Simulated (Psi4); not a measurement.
# C2H3B− (SMILES [BH2-]C#C) at UMP2/6-311++G(3df,3pd) (density fitting, density fitting for correlation, sweep point 9)

What is the energy change on altering one bond length of C2H3B− at UMP2/6-311++G(3df,3pd) (density fitting, density fitting for correlation, sweep point 9)? 

Program for the calculation: Psi4 1.11.

**1. The molecule**

C2H3B− has 6 atoms, charge -1, and is taken as a doublet. SMILES: `[BH2-]C#C`. Geometry: relaxed at GFN2-xTB.

Bond lengths: B1–C2 1.464 Å, C2–C3 1.247 Å, B1–H4 1.219 Å, B1–H5 1.219 Å, C3–H6 1.080 Å. Angles: B1–C2–C3 169.0°, C2–B1–H4 121.8°, C2–B1–H5 121.8°, C2–C3–H6 143.4°, H4–B1–H5 116.4°.

**2. The energy at UMP2/6-311++G(3df,3pd) (density fitting, density fitting for correlation, sweep point 9)**

The input, calc.dat:

```
memory 1600 MB

molecule mol {
  -1 2
  B     -1.49654971     0.92759097    -1.06365125
  C      0.52706351    -0.32301089     0.34948595
  C      2.48995983    -1.33397657     1.17525847
  H     -3.07280806    -0.27058988    -2.24178210
  H     -1.75691617     3.21601151    -1.04292095
  H      3.30925059    -2.21604403     2.82362878
  units au
  symmetry c1
}

set {
  basis 6-311++G(3df,3pd)
  reference uhf
  puream true
  scf_type df
  num_frozen_docc 3
  maxiter 150
}

energy_value, wavefunction = energy('mp2', return_wfn=True)
```

Started as:

```
psi4 -n 1 calc.dat calc.out
```

calc.out, shortened:

```text
[...]
  Running in c1 symmetry.
[...]
  Nuclear repulsion =   46.447729660170218
[...]
  Multiplicity = 2
[...]
  Nalpha       = 11
  Nbeta        = 10
[...]
    Number of basis functions: 171
[...]
   @DF-UHF iter   1:  -101.93983820361561   -1.11731e+00   2.83948e-03 DIIS/ADIIS
[...]
   @DF-UHF iter  19:  -102.10785857179067   -3.51292e-11   7.45496e-09 DIIS
[...]
   @S^2 Observed:                9.275573259E-01
[...]
    Orbital Energies [Eh]
    ---------------------
    Alpha Occupied:
       1A    -11.023544     2A    -11.002512     3A     -7.347458
       4A     -0.810103     5A     -0.573296     6A     -0.467584
       7A     -0.320969     8A     -0.272139     9A     -0.243157
      10A     -0.173930    11A     -0.041157
    Alpha Virtual:
      12A      0.156485    13A      0.180612    14A      0.189152
      15A      0.201029    16A      0.204170    17A      0.232889
      18A      0.233849    19A      0.251193    20A      0.276259
      21A      0.314960    22A      0.320958    23A      0.338808
      24A      0.366895    25A      0.367999    26A      0.378547
[...]
  @DF-UHF Final Energy:  -102.10785857179067
   => Energetics <=
    Nuclear Repulsion Energy =             46.4477296601702179
    One-Electron Energy =                -232.7426698742790734
    Two-Electron Energy =                  84.1870816423181907
    Total Energy =                       -102.1078585717906719
  UHF NO Occupations:
  HONO-2 :    9  A 1.9704748
  HONO-1 :   10  A 1.9438992
[...]
 Multipole Moments:
 ------------------------------------------------------------------------------------
     Multipole            Electronic (a.u.)      Nuclear  (a.u.)        Total (a.u.)
 ------------------------------------------------------------------------------------
 L = 1.  Multiply by 2.5417464519 to convert [e a0] to [Debye]
 Dipole X            :          1.2414389           -0.4696363            0.7718026
 Dipole Y            :         -0.6525185            0.1248444           -0.5276740
 Dipole Z            :          0.5384620            0.1497082            0.6881702
 Magnitude           :                                                    1.1609037
[...]
```

Run time: 3.3 s. Hardware: 1 thread of Intel Xeon 6975P-C (Granite Rapids), shared host; peak memory 0.3 GiB.

**3. The distorted shape, same level**

The input, c2h3b.in:

```
memory 1600 mb

molecule system {
  -1 2
  B     -1.36635892    -0.21668923    -1.07401639
  C      0.65725431    -1.46729108     0.33912080
  C      2.62015063    -2.47825676     1.16489332
  H     -2.94261727    -1.41487007    -2.25214725
  H     -1.75691617     3.21601151    -1.04292095
  H      3.43944139    -3.36032422     2.81326363
  units au
  symmetry c1
}

set basis 6-311++G(3df,3pd)
set reference uhf
set puream true
set scf_type df
set num_frozen_docc 3
set maxiter 150

energy_value, wavefunction = energy("mp2", return_wfn=True)
```

Started as:

```
psi4 c2h3b.in c2h3b.out -n 1
```

c2h3b.out, shortened:

```text
[...]
  Running in c1 symmetry.
[...]
  Nuclear repulsion =   45.299876142528987
[...]
  Multiplicity = 2
[...]
  Nalpha       = 11
  Nbeta        = 10
[...]
    Number of basis functions: 171
[...]
   @DF-UHF iter   1:  -101.85496257071769   -1.17065e+00   2.95241e-03 DIIS/ADIIS
[...]
   @DF-UHF iter  22:  -102.04871431768092   -3.20597e-11   8.55420e-09 DIIS
[...]
   @S^2 Observed:                1.033393838E+00
[...]
    Orbital Energies [Eh]
    ---------------------
    Alpha Occupied:
       1A    -11.043787     2A    -11.017267     3A     -7.412060
       4A     -0.828363     5A     -0.587147     6A     -0.478578
       7A     -0.329423     8A     -0.262688     9A     -0.229536
      10A     -0.157485    11A     -0.068844
    Alpha Virtual:
      12A      0.151619    13A      0.179220    14A      0.200536
      15A      0.202725    16A      0.205749    17A      0.225820
      18A      0.232072    19A      0.245650    20A      0.272360
      21A      0.308387    22A      0.316051    23A      0.331984
      24A      0.346079    25A      0.360730    26A      0.371185
[...]
  @DF-UHF Final Energy:  -102.04871431768092
   => Energetics <=
    Nuclear Repulsion Energy =             45.2998761425289871
    One-Electron Energy =                -230.0758083560910165
    Two-Electron Energy =                  82.7272178958811253
    Total Energy =                       -102.0487143176809184
  UHF NO Occupations:
  HONO-2 :    9  A 1.9433097
  HONO-1 :   10  A 1.9366809
[...]
 Multipole Moments:
 ------------------------------------------------------------------------------------
     Multipole            Electronic (a.u.)      Nuclear  (a.u.)        Total (a.u.)
 ------------------------------------------------------------------------------------
 L = 1.  Multiply by 2.5417464519 to convert [e a0] to [Debye]
 Dipole X            :          1.5431497           -0.5308289            1.0123208
 Dipole Y            :         -2.0780011            0.6626824           -1.4153188
 Dipole Z            :          0.6434364            0.1545801            0.7980165
 Magnitude           :                                                    1.9143539
[...]
```

It took 3.9 s on 1 thread of Intel Xeon 6975P-C (Granite Rapids), shared host; peak memory 0.3 GiB.

**4. Summary of results**

Level: UMP2/6-311++G(3df,3pd) (density fitting, density fitting for correlation, sweep point 9), 3 core orbitals frozen.

```
                                                                   quantity          value
                                                  first shape: total energy  -102.52207 Eh
    first shape: HOMO energy (Hartree–Fock orbitals) (highest over α and β)       -1.12 eV
     first shape: LUMO energy (Hartree–Fock orbitals) (lowest over α and β)        4.26 eV
                   first shape: correlation energy (3 core orbitals frozen)     -414.2 mEh
                             first shape: ⟨S²⟩ of the reference determinant          0.928
                                              distorted shape: total energy  -102.45572 Eh
distorted shape: HOMO energy (Hartree–Fock orbitals) (highest over α and β)       -1.87 eV
 distorted shape: LUMO energy (Hartree–Fock orbitals) (lowest over α and β)        4.13 eV
               distorted shape: correlation energy (3 core orbitals frozen)     -407.0 mEh
                         distorted shape: ⟨S²⟩ of the reference determinant          1.033
          energy change with the B1–H5 bond stretched from 1.219 to 1.828 Å       1.805 eV
```

**Reading.** With the B1–H5 bond stretched from 1.219 to 1.828 Å the energy rises by 1.81 eV (42 kcal/mol). The first shape isn't relaxed at this level, so the change isn't measured from a minimum. ⟨S²⟩ (first shape) is 0.93 where a pure doublet has 0.75: the reference is spin-contaminated. ⟨S²⟩ (distorted shape) is 1.03 where a pure doublet has 0.75: the reference is spin-contaminated.
